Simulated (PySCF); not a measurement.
Phosphorus: a sound run and one with changed settings

Sound run: P [Ne] 3s2 3p3, P⁺ [Ne] 3s2 3p2. All numbers are calculated (PySCF 2.14, scalar relativity by spin-free X2C-1e, in aug-cc-pVDZ-DK). In the sound run the correlated levels freeze [Ne]. The sound run starts from symmetry-adapted Hartree-Fock orbitals and uses a fine grid where one is needed.

Changed run: a valence shell is frozen. This setting is unsound on purpose.

| species | method | sound run (hartree) | changed run (hartree) | converged |
| --- | --- | --- | --- | --- |
| P | MP2 | -341.59119 | -341.54046 | yes |
| P | CCSD(T) | -341.61094 | -341.54669 | yes |
| P⁺ | MP2 | -341.20966 | -341.16478 | yes |
| P⁺ | CCSD(T) | -341.23141 | -341.16733 | yes |

Ionisation energy of P:

```json
{"method": "UHF", "sound run (eV)": "9.930", "changed run (eV)": "9.930"}
{"method": "MP2", "sound run (eV)": "10.382", "changed run (eV)": "10.223"}
{"method": "SCS-MP2", "sound run (eV)": "10.225", "changed run (eV)": "10.027"}
{"method": "CCSD", "sound run (eV)": "10.314", "changed run (eV)": "10.321"}
{"method": "CCSD(T)", "sound run (eV)": "10.328", "changed run (eV)": "10.323"}
```

Freezing a valence shell removes pair correlation that changes on ionisation.

For comparison, NIST gives 10.487 eV between the lowest levels.
